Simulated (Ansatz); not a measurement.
Species: CF$_{4}$, SMILES `FC(F)(F)F` (charge 0, multiplicity 1).

Q: Give a relaxed geometry from Ansatz (a quantum-chemistry and plane-wave program) with B3LYP-D3(BJ)/def2-TZVP.

A: the end point of this relaxation (outside a Z-matrix the atoms follow the SMILES, hydrogens last).
Bond lengths (Å): F1–C2 1.326, C2–F3 1.326, C2–F4 1.326, C2–F5 1.326. Bond angles (°): F1–C2–F3 109.5, F1–C2–F4 109.5, F1–C2–F5 109.5, F3–C2–F4 109.5, F3–C2–F5 109.5, F4–C2–F5 109.5.
